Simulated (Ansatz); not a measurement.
**NH₄+: single points off equilibrium**

One table from this session's results is given with a row withheld; the runs are named, their logs left out.

The runs use Ansatz 0.2.0, Gaussian basis; single points in def2-TZVPP.

Cores are frozen in the correlated methods.

### Starting geometry

SMILES `[NH4+]`, 5 atoms, charge 1, spin multiplicity 1.

Atoms are counted from 1 here; the program's logs count them from 0.

Bond lengths: N1–H2 0.997 Å, N1–H3 1.151 Å, N1–H4 0.981 Å, N1–H5 1.065 Å. Angles: H2–N1–H3 112.4°, H2–N1–H4 122.1°, H2–N1–H5 103.6°, H3–N1–H4 102.1°, H3–N1–H5 114.0°, H4–N1–H5 102.6°.

Coordinates:

```xyz
5
H4N
N     0.00635   -0.01243    0.00587
H     0.47526   -0.35101    0.81850
H    -1.10943    0.19566    0.19739
H    -0.01991   -0.52220   -0.83178
H     0.56683    0.85088   -0.26581
```

Set-up of the first run:

File run/in.yaml:

```yaml
crystal:
  periodic: [false, false, false]
  atoms:
    - {symbol: N, position_ang: [0.006354, -0.012427, 0.005870]}
    - {symbol: H, position_ang: [0.475262, -0.351008, 0.818500]}
    - {symbol: H, position_ang: [-1.109431, 0.195661, 0.197393]}
    - {symbol: H, position_ang: [-0.019909, -0.522198, -0.831783]}
    - {symbol: H, position_ang: [0.566825, 0.850879, -0.265806]}
basis:
  gaussian: {orbitals: def2-TZVPP}
total_charge: 1
hamiltonian: {xc: pbe, dispersion: d4}
output: {forces: true}
```

Launch:

```
$ ansatz run in.yaml --threads 2 --pin off --events-out ev --progress --plain --max-ram 3481MiB
```

Steps of the session up to this table: PBE-D4/def2-TZVPP; r2SCAN-D4/def2-TZVPP; PBE0-D4/def2-TZVPP; wB97M-V/def2-TZVPP; CCSD(T)/def2-TZVPP.

One table of the session follows, with a row left open; its other results are not shown here.

```
   method  RMS force component (eV/Å)  angle to CCSD(T) forces (°)
   PBE-D4                       1.773                          5.8
r2SCAN-D4                       1.797                          0.3
  PBE0-D4                           ?                            ?
  wB97M-V                       1.811                          0.5
  CCSD(T)                       1.813                    reference
```

**Question.** Estimate the row for PBE0-D4.

**Answer.** RMS force component (eV/Å): 1.822; angle to CCSD(T) forces (°): 0.5. In the column «RMS force component (eV/Å)» it is the highest.

To keep in mind: CCSD(T) in triple zeta still lacks some correlation energy of the bonds, so part of these gaps is its own basis error and they don't rank the functionals.
